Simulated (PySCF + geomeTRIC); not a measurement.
A geometry relaxed with TPSSh-D3(BJ)/def2-TZVP run with PySCF + geomeTRIC, charge 0, multiplicity 2:

```xyz
2

O      0.4895     0.0000     0.0000
H     -0.4895     0.0000     0.0000
```

Question: Write the SMILES of this molecule.

Answer: `[OH]`
